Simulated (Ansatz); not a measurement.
# B2HF (singlet): from Hartree-Fock to the top rungs, cc-pVDZ

One table from this session's results is given with a row withheld; the runs are named, their logs left out.

The runs use Ansatz 0.2.0, Gaussian basis; cc-pVDZ, core rule «outside noble gas», up to 3 orbitals frozen.

Plan: UHF; CCSD(T) on RHF; CCSD(T) on UHF; BCCD(T) on RHF; CISD; CCSDT(Q) on RHF; CCSDT(Q) on UHF; CASSCF and MRCISD+Q, 8 electrons in 8 orbitals; CASSCF and NEVPT4(SD), 8 electrons in 8 orbitals; CASSCF and NEVPT2, 8 electrons in 8 orbitals.

19 further runs of the same task are left out: 8 that didn't finish, 11 set aside as unsound or not needed.

### The system

The geometry is a PBE0/def2-TZVP stationary point (not a proven minimum).

4 atoms, charge 0, spin multiplicity 1.

Atoms are counted from 1 here; the program's logs count them from 0.

Bond lengths: B1–B2 1.516 Å, B1–H4 1.173 Å, B2–F3 1.285 Å. Angles: B2–B1–H4 180.0°, B1–B2–F3 180.0°.

Set-up of the first run:

File in.yaml:

```yaml
crystal:
  periodic: [false, false, false]
  atoms:
    - {symbol: B, position_ang: [0.000000, 0.000000, 0.785790]}
    - {symbol: B, position_ang: [0.000000, 0.000000, -0.729869]}
    - {symbol: F, position_ang: [0.000000, 0.000000, -2.014787]}
    - {symbol: H, position_ang: [0.000000, 0.000000, 1.958867]}
basis:
  gaussian: {orbitals: cc-pVDZ}
magnetization: {spin_polarized: true, initial_magnetization: 0}
hamiltonian: {xc: hf}
output: {orbitals: {seedname: orbitals}}
```

The run is started by

```bash
ansatz run in.yaml --threads 1 --pin off --events-out ev --progress --plain --max-ram 2393MiB
```

Steps of the session up to this table: UHF; CCSD(T) on RHF; CCSD(T) on UHF; BCCD(T) on RHF; CISD; CCSDT(Q) on RHF; CCSDT(Q) on UHF; CASSCF and MRCISD+Q, 8 electrons in 8 orbitals; CASSCF and NEVPT4(SD), 8 electrons in 8 orbitals; CASSCF and NEVPT2, 8 electrons in 8 orbitals.

One of the session's tables, all rows but one given; the rest of the session is left out.

```
           method  from RCCSDT(Q) (meV)
              RHF              +10069.4
              UHF               +9073.4
             RMP2               +1231.4
             UMP2                +596.5
             CISD                     ?
            RCCSD                +484.2
            UCCSD                -107.2
         RCCSD(T)                +222.8
         UCCSD(T)                -366.8
          BCCD(T)                +217.9
           RCCSDT                 +87.1
           UCCSDT                -579.6
        RCCSDT(Q)                     0
        UCCSDT(Q)                -671.0
  CASSCF frontier               +6451.5
  MRCISD frontier                +775.2
MRCISD+Q frontier                +264.0
```

**Question.** Estimate the row for CISD.

As computed: from RCCSDT(Q) (meV): +1351.7. In the column «from RCCSDT(Q) (meV)» it lies between RMP2 (+1231.4) and CASSCF frontier (+6451.5).

Not comparable, so not listed: CASSCF and NEVPT4(SD), 8 electrons in 8 orbitals; CASSCF and NEVPT2, 8 electrons in 8 orbitals (they don't share determinant, frozen orbitals or solution with the rows shown, or repeat one).

To keep in mind: The determinant is far from a pure spin state, so its energy mixes those of several spin states (harmless only where they are near-degenerate, as at dissociation). The report flags that the cluster equations may have other roots. The program flags UCCSD(T), RCCSDT(Q), UCCSDT(Q) as in doubt, so the zero of the table is itself unsure. Warnings: restricted reference is unstable; spin contamination. Restricted and unrestricted rows rest on different reference determinants; where their highest levels disagree by more than a few hundredths of an eV, they describe different states and don't form one ladder. Warnings in the runs' records: passed over end.
